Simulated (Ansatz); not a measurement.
Mulliken charges of CH4SSi, SMILES `[SiH3]C=S` from r2SCAN/def2-TZVPP in Ansatz (PBE0-D4/def2-TZVP geometry).

```json
{"atom": "Si1", "x (Å)": "-0.690", "y (Å)": "0.278", "z (Å)": "-0.272", "charge (e)": "0.328"}
{"atom": "C2", "x (Å)": "0.988", "y (Å)": "-0.307", "z (Å)": "0.342", "charge (e)": "-0.104"}
{"atom": "S3", "x (Å)": "1.305", "y (Å)": "-1.824", "z (Å)": "0.781", "charge (e)": "-0.142"}
{"atom": "H4", "x (Å)": "-1.639", "y (Å)": "-0.858", "z (Å)": "-0.282", "charge (e)": "-0.054"}
{"atom": "H5", "x (Å)": "-0.525", "y (Å)": "0.845", "z (Å)": "-1.639", "charge (e)": "-0.061"}
{"atom": "H6", "x (Å)": "-1.171", "y (Å)": "1.365", "z (Å)": "0.623", "charge (e)": "-0.061"}
{"atom": "H7", "x (Å)": "1.793", "y (Å)": "0.433", "z (Å)": "0.401", "charge (e)": "0.093"}
```

**Question.** By hand: the dipole of these point charges (1 e Å = 4.8032 D).

**Answer.** Σ q r = (-0.156, 0.334, -0.121) e Å, of length 0.388 e Å = 1.86 D.

**Question.** How does the dipole of the full density compare? (Best estimate.)

**Answer.** The calculation gave: (-0.067, 0.310, -0.091) e Å, 1.58 D; the point charges give 1.18 times that, at 12° from its direction.

Point charges leave out the atoms' own dipoles, such as those of lone pairs, and Mulliken's split depends on the basis, so the two needn't agree.
